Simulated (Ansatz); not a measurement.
We consider cubic perovskite SrTiO₃ (cubic form, which distorts at low temperature), described by PBE (plane waves, PAW; Ansatz, an electronic-structure program).

Numerical settings: plane-wave cutoff 520 eV, 6×6×6 k mesh, perturbation theory, no spin polarisation, scalar-relativistic PAW data made under PBE.

Computed at the level's own relaxed cell.

Harmonic phonon frequencies (cm⁻¹; i marks an imaginary mode; at Γ without the LO shift):

```json
[
 {"q point": "Γ", "frequencies": "145i 145i 145i 0 0 0 143 143 143 231 231 231 509 509 509"},
 {"q point": "X", "frequencies": "60i 60i 97 97 156 156 158 263 273 309 309 476 476 520 717"},
 {"q point": "M", "frequencies": "17 43 97 103 103 253 253 315 315 425 450 460 460 462 766"},
 {"q point": "R", "frequencies": "73i 73i 73i 124 124 124 414 414 414 424 424 424 430 430 801"}
]
```

Imaginary modes appear, so the structure is dynamically unstable at this level.

Note: the relaxation could not lower the start's symmetry, so the cell can be a saddle point above a distorted one; the run finds an imaginary mode (145i cm⁻¹), so the cell is a saddle point at this level.
